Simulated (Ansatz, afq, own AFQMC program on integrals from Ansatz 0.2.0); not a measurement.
AlO, quartet in 6-31G, levels against full CI

```json
{"atom": "Al", "x (Å)": "0.0000", "y (Å)": "0.0000", "z (Å)": "0.0000"}
{"atom": "O", "x (Å)": "0.0000", "y (Å)": "0.0000", "z (Å)": "1.5830"}
```

Basis 6-31G. Only valence electrons are correlated. AFQMC by an in-house program on the Cholesky factors that Ansatz 0.2.0 writes for its CCSD(T) run. ph-AFQMC/CISD is guided by a CISD state made of CCSD amplitudes; releasing the constraint for a short imaginary time cuts its bias at the price of noise, slowly where states lie close. Error bars are statistical, one sigma.

Determinant: UHF, the one that the program's search chose, which needn't be the lowest solution. The geometry is a point of a scan.

Full CI on the same integrals is exact in this basis and with this determinant's frozen core.

Cautions: lower spins were not checked; the CCSDT(Q) amplitudes may be one of several solutions (largest double 0.74); the CCSDTQ amplitudes may be one of several solutions (largest double 0.78); the ph-AFQMC/CISD walk drifts between its halves (2.1 errors); the released energy hasn't reached full CI (166 meV above it at 2.40 1/Eh), so no released level is given (meV from the phaseless value at times in 1/Eh: 1 ± 3 at 0.24, 2 ± 3 at 0.51, -7 ± 3 at 0.99, -6 ± 4 at 1.62, -12 ± 4 at 2.40); the determinant fills πx and πy unequally, so it mixes two states of the linear molecule, and each level undoes that mixture to a different degree, while full CI gives the lower state.

* T1 diagnostic: 0.0224
* weight of the determinant in the CISD state: 0.914
* ⟨S²⟩ of the determinant: 3.753
* size of the correlated space: 9 electrons in 16 orbitals

```csv
level,correlation energy (eV)
MP2,-2.5838
CCSD,-2.8808
CCSD(T),-2.9726
```

Problem. Estimate where full CI lies against CCSD(T) on the same integrals.

Solution. 182.9 meV below CCSD(T).

Reference: full CI, correlation energy -3.156 eV. The cautions show a poor starting determinant, so the rows tell how each method copes with it here, and full CI is the sure value.

| level | E − E(reference) (meV) | share of correlation (%) |
| --- | --- | --- |
| CCSD(T) | 182.9 | 94.20 |
| CCSDT | 17.0 | 99.46 |
| CCSDT(Q) | -8.1 | 100.26 |
| CCSDTQ | 1.8 | 99.94 |
| ph-AFQMC/CISD | 177.7 ± 3.8 | 94.37 |

CCSDT and higher add their correlation energy to the determinant of the CCSD(T) run, since their own runs factorise the integrals more tightly (a shift of under 2 meV).
